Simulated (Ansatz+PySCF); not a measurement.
Values are calculated unless marked as measured or tabulated.
## Ansatz (development build ahead of 0.2.0) run

```yaml
crystal:
  periodic: [false, false, false]
  atoms:
    - { symbol: "N", position_ang: [0.0, 0.0, -0.98798] }
    - { symbol: "N", position_ang: [0.0, 0.0, 0.98798] }
basis:
  gaussian: { orbitals: STO-3G }
magnetization:
  spin_polarized: true
hamiltonian:
  xc: pbe0
scf:
  omitted_lower_state_checks: [stability, starts, atomic_configurations, cluster_reference, orbital_swaps, given_window_search, neighbouring_geometries, increment]
```

The input is written out in the form of the current development build from the run's settings.

Results

```
Converged                                                          : yes
Total energy                                                       : -107.54452 hartree
Spin squared of the determinant                                    : 0.000
Occupied orbitals by symmetry in an Abelian subgroup (alpha; beta) : 3 Ag 2 B1u 1 B2u 1 B3u; 3 Ag 2 B1u 1 B2u 1 B3u
```

This is not the lowest solution: another run reaches a determinant 4.66 eV lower.
